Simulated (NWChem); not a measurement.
System: carbon disulfide (CS$_{2}$); SMILES S=C=S

The following NWChem deck was run.

```
start job
memory heap 200 mb stack 900 mb global 1100 mb
geometry units angstroms noautosym nocenter noautoz
  S     -1.561813     0.057342     0.017243
  C      0.000009     0.000204     0.000000
  S      1.561824    -0.057210    -0.017243
end
basis spherical
  * library def2-svp
end
dft
  xc pbe0
  iterations 150
end
cosmo
  dielec 2.4
end
task dft energy
```

Output (shortened):

```
             Northwest Computational Chemistry Package (NWChem) 7.3.0
             --------------------------------------------------------

                             Geometry "geometry" -> ""
                             -------------------------

 Output coordinates in angstroms (scale by  1.889725989 to convert to a.u.)

  No.       Tag          Charge          X              Y              Z
 ---- ---------------- ---------- -------------- -------------- --------------
    1 S                   16.0000    -1.56181300     0.05734200     0.01724300
    2 C                    6.0000     0.00000900     0.00020400     0.00000000
    3 S                   16.0000     1.56182400    -0.05721000    -0.01724300

 Effective nuclear repulsion energy (a.u.)     108.3433616810

                                 NWChem DFT Module
                                 -----------------

 Summary of "ao basis" -> "ao basis" (spherical)
 ------------------------------------------------------------------------------
       Tag                 Description            Shells   Functions and Types
 ---------------- ------------------------------  ------  ---------------------
 S                          def2-svp                 8       18   4s3p1d
 C                          def2-svp                 6       14   3s2p1d

 in cosmo_initialize ...

 solvent parameters
 solvname_short: unkn
 solvname_long:  unknown
 dielec:        2.4000

          ---------------
          -cosmo- solvent
          ---------------
 Cosmo: York-Karplus, doi: 10.1021/jp992097l
 dielectric constant -eps-     =   2.40
 screen = (eps-1)/(eps    )    =   0.58333
 surface charge correction     = lagrangian

   van der Waals surface
 --------------------------

 ---------- ATOMIC COORDINATES (A.U.) ------------ VDWR(ANG.) --
     1   -2.95139862    0.10836067    0.03258455     2.160
     2    0.00001701    0.00038550    0.00000000     2.000
     3    2.95141940   -0.10811122   -0.03258455     2.160
 number of segments per atom =         32
 number of   points per atom =         32
 atom (   nspa,  nppa )
 ----------------------
    1 (     27,     0 )       0
    2 (     16,     0 )       0
    3 (     27,     0 )       0
 number of -cosmo- surface points =       70
 molecular surface =    102.417 angstrom**2
 molecular volume  =     80.914 angstrom**3
 G(cav/disp)       =      1.372 kcal/mol
 -lineq- algorithm             =   0
 -bem- low  level              =   2
 -bem- from -octahedral-
 gaussian surface charge width =   4.50000
 degree of switching           =   1.00000
 switching function tolerance  =   0.00010
 atomic radii =
 --------------
    1 16.000  2.160
    2  6.000  2.000
    3 16.000  2.160
 ...... end of -cosmo- initialization ......

            General Information
            -------------------
          SCF calculation type: DFT
          Wavefunction type:  closed shell.
          No. of atoms     :     3
          No. of electrons :    38
           Alpha electrons :    19
            Beta electrons :    19
          Charge           :     0
          Spin multiplicity:     1
          Use of symmetry is: off; symmetry adaption is: off
          Maximum number of iterations: 150
          AO basis - number of functions:    50
                     number of shells:    22
          Convergence on energy requested:  1.00D-06
          Convergence on density requested:  1.00D-05
          Convergence on gradient requested:  5.00D-04

              XC Information
              --------------
                         PBE0 Method XC Functional
                     Hartree-Fock (Exact) Exchange  0.250
          PerdewBurkeErnzerhof Exchange Functional  0.750
            Perdew 1991 LDA Correlation Functional  1.000 local
           PerdewBurkeErnz. Correlation Functional  1.000 non-local

             Grid Information
             ----------------
          Grid used for XC integration:  medium
          Radial quadrature: Mura-Knowles
          Angular quadrature: Lebedev.
          Tag              B.-S. Rad. Rad. Pts. Rad. Cut. Ang. Pts.
          ---              ---------- --------- --------- ---------
          S                   1.00       88           9.0       590
          C                   0.70       49           7.0       434
          Grid pruning is: on
          Number of quadrature shells:   225
          Spatial weights used:  Erf1

      Superposition of Atomic Density Guess
      -------------------------------------

 Sum of atomic energies:        -832.31944743

      Non-variational initial energy
      ------------------------------

 Total energy =    -833.236759
 1-e energy   =   -1364.742678
 2-e energy   =     423.162558
 HOMO         =      -0.302039
 LUMO         =      -0.002003

[...]

                                   COSMO solvation results
                                   -----------------------

                 gas phase energy =      -833.887918031213
                 sol phase energy =      -833.888163737047
 (electrostatic) solvation energy =         0.000245705835 (    0.15 kcal/mol)

                       DFT Final Molecular Orbital Analysis
                       ------------------------------------

 Vector   17  Occ=2.000000D+00  E=-4.055904D-01
              MO Center= -1.8D-05,  1.6D-04,  1.5D-05, r^2= 2.2D+00
   Bfn.  Coefficient  Atom+Function         Bfn.  Coefficient  Atom+Function
  ----- ------------  ---------------      ----- ------------  ---------------
    23      0.340314  2 C  py                24      0.220915  2 C  pz
    12      0.214525  1 S  py                44      0.214515  3 S  py
     9      0.203626  1 S  py                41      0.203617  3 S  py
    26      0.198294  2 C  py                13      0.139256  1 S  pz
    45      0.139250  3 S  pz                10      0.132183  1 S  pz

 Vector   18  Occ=2.000000D+00  E=-2.868749D-01
              MO Center=  2.5D-05,  7.6D-05, -5.2D-06, r^2= 3.7D+00
   Bfn.  Coefficient  Atom+Function         Bfn.  Coefficient  Atom+Function
  ----- ------------  ---------------      ----- ------------  ---------------
    12      0.362961  1 S  py                44     -0.362960  3 S  py
    13     -0.298341  1 S  pz                45      0.298345  3 S  pz
     9      0.261929  1 S  py                41     -0.261929  3 S  py
    10     -0.215297  1 S  pz                42      0.215300  3 S  pz
     6      0.147258  1 S  py                38     -0.147258  3 S  py

 Vector   19  Occ=2.000000D+00  E=-2.868734D-01
              MO Center=  2.5D-05,  7.4D-05,  4.8D-06, r^2= 3.7D+00
   Bfn.  Coefficient  Atom+Function         Bfn.  Coefficient  Atom+Function
  ----- ------------  ---------------      ----- ------------  ---------------
    13      0.363060  1 S  pz                45     -0.363062  3 S  pz
    12      0.298015  1 S  py                44     -0.298014  3 S  py
    10      0.262002  1 S  pz                42     -0.262004  3 S  pz
     9      0.215062  1 S  py                41     -0.215062  3 S  py
     7      0.147299  1 S  pz                39     -0.147300  3 S  pz

 Vector   20  Occ=0.000000D+00  E=-6.750015D-02
              MO Center=  1.1D-05,  1.3D-04, -2.4D-05, r^2= 3.1D+00
   Bfn.  Coefficient  Atom+Function         Bfn.  Coefficient  Atom+Function
  ----- ------------  ---------------      ----- ------------  ---------------
    27     -0.481153  2 C  pz                13      0.450743  1 S  pz
    45      0.450744  3 S  pz                24     -0.438986  2 C  pz
    26      0.268890  2 C  py                12     -0.251896  1 S  py
    44     -0.251898  3 S  py                23      0.245328  2 C  py
    10      0.203534  1 S  pz                42      0.203535  3 S  pz

 Vector   21  Occ=0.000000D+00  E=-6.749643D-02
              MO Center=  1.3D-05,  1.6D-04,  2.4D-05, r^2= 3.1D+00
   Bfn.  Coefficient  Atom+Function         Bfn.  Coefficient  Atom+Function
  ----- ------------  ---------------      ----- ------------  ---------------
    26     -0.480737  2 C  py                12      0.450361  1 S  py
    44      0.450364  3 S  py                23     -0.438630  2 C  py
    27     -0.268856  2 C  pz                13      0.251866  1 S  pz
    45      0.251868  3 S  pz                24     -0.245304  2 C  pz
     9      0.203359  1 S  py                41      0.203362  3 S  py

 Vector   22  Occ=0.000000D+00  E= 8.095138D-02
              MO Center= -4.1D-06,  6.5D-05,  1.0D-07, r^2= 3.8D+00
   Bfn.  Coefficient  Atom+Function         Bfn.  Coefficient  Atom+Function
  ----- ------------  ---------------      ----- ------------  ---------------
    21      1.721064  2 C  s                 11     -0.897946  1 S  px
    43      0.897932  3 S  px                 4     -0.628482  1 S  s
    36     -0.628458  3 S  s                 20      0.503249  2 C  s
     3     -0.313755  1 S  s                 35     -0.313754  3 S  s
     8     -0.243489  1 S  px                40      0.243489  3 S  px

     Multipole analysis of the density
     ---------------------------------

     L   x y z        total         alpha         beta         nuclear
     -   - - -        -----         -----         ----         -------
     0   0 0 0     -0.000000    -19.000000    -19.000000     38.000000

     1   1 0 0      0.000059     -0.000188     -0.000188      0.000435
     1   0 1 0     -0.000031     -0.003168     -0.003168      0.006304
     1   0 0 1     -0.000001     -0.000000     -0.000000      0.000000

     2   2 0 0    -21.260883   -150.003484   -150.003484    278.746084
     2   1 1 0     -0.067016      5.077668      5.077668    -10.222353
     2   1 0 1     -0.020179      1.528636      1.528636     -3.077450
     2   0 2 0    -23.094881    -11.734882    -11.734882      0.374882
     2   0 1 1      0.000756     -0.056051     -0.056051      0.112858
     2   0 0 2    -23.097114    -11.565545    -11.565545      0.033976
```

Level: PBE0/def2-SVP, COSMO on the gas-phase geometry. Structure relaxed at the B3LYP/6-31G* (spherical d) level. COSMO prints the solvation energy as gas minus solution, so a positive value is a stabilisation.
